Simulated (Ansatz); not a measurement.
The cluster Na3⁻, relaxed as a triplet with UKS PBE0/def2-TZVPD in Ansatz, starting from the PBE0/def2-TZVPD geometry of the charge -1 singlet. Force threshold 0.02 eV/Å.

The highest occupied level of the charge -1 triplet lies above zero (up to 0.25 eV). It is a level of α spin, whose loss leaves a doublet; that state wasn't run at this geometry and level. The electron is either unbound and held by the finite basis, or the level is raised by self-interaction error. At PBE0/def2-TZVPD a singlet of charge -1 lies 0.54 eV below the triplet, each at its own geometry. The structure comes from a short search, and lower isomers may exist.

Start:

Cartesian coordinates in Å:
```
Na -0.0011 0.0009 0.0000
Na 1.3585 1.9438 2.4845
Na -1.3574 -1.9447 -2.4845
```

Question: Estimate the energy that the relaxation releases and the steps that it takes.

Answer: 1.9 kJ/mol, in 6 steps; 29 s on 4 threads of Arm Neoverse V1 on a shared host. The force fell under the threshold at step 3, but the optimiser went on. No frequencies were taken in this run, so the end may be a saddle point.

Question: Does the start keep its bonding and symmetry?

Answer: By distances, no bond broke or formed. The bond that changes most is Na1–Na3, from 3.43 to 3.76 Å (atoms count from 1). Point group D∞h at the start, C∞v at the end, both within 0.05 Å.

Question: Predict the relaxed structure.

Answer: 
```tsv
atom	x (Å)	y (Å)	z (Å)
Na1	0.023	0.039	0.047
Na2	1.436	2.053	2.625
Na3	-1.460	-2.092	-2.673
```
Bond lengths (bridged metal pairs left out): 2 × Na–Na 3.56 to 3.76 Å.
